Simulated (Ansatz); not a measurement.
Process, species as SMILES: N#N (N2) + H+ → N#[NH+]
B3LYP-D3(BJ)/def2-TZVP geometries, fixed; electronic energies without zero-point terms; positive where energy is released.
Largest species:
```xyz
3

N      0.0000     0.0000    -0.4376
N      0.0000     0.0000     0.6484
H      0.0000     0.0000    -1.4756
```
Charge +1, spin multiplicity 1.

Energies in hartree at MP2 with Ansatz (an electronic-structure program); the proton affinity is their sum with the coefficients shown, times 627.509 kcal/mol a hartree; the bare proton counts zero. All functions are spherical. Cores are frozen. No added dispersion term, no relativity.

| species | coefficient | part | cc-pVDZ | cc-pVTZ | cc-pVQZ |
|---|---|---|---|---|---|
| N#N (N2) | +1 | Hartree-Fock | -108.95491 | -108.98466 | -108.99234 |
| N#N (N2) | +1 | correlation | -0.30426 | -0.37184 | -0.39696 |
| N#[NH+] | -1 | Hartree-Fock | -109.14757 | -109.17830 | -109.18584 |
| N#[NH+] | -1 | correlation | -0.31074 | -0.37444 | -0.39818 |

Predict the proton affinity in cc-pV5Z (X = 5): let each Hartree-Fock step shrink by the ratio of the last two, and fit each correlation energy at X = 3 and 4 to E + A/X^3. Compare with the run.


- N#N (N2): steps -0.02975 and -0.00768, ratio 0.258, so Hartree-Fock -108.99432 (run: -108.99402); A = (-0.37184 - (-0.39696))/(1/27 - 1/64) = 1.1732, correlation -0.39696 - A/64 + A/125 = -0.40591 (run: -0.40734).
- N#[NH+]: steps -0.03073 and -0.00754, ratio 0.245, so Hartree-Fock -109.18769 (run: -109.18751); A = (-0.37444 - (-0.39818))/(1/27 - 1/64) = 1.1087, correlation -0.39818 - A/64 + A/125 = -0.40663 (run: -0.40762).
Predicted 121.79 kcal/mol; the run in cc-pV5Z gives 121.59, a miss of 0.20. Keeping the value in cc-pVQZ, 122.19, would miss by 0.60. All sums are of the energies as printed.
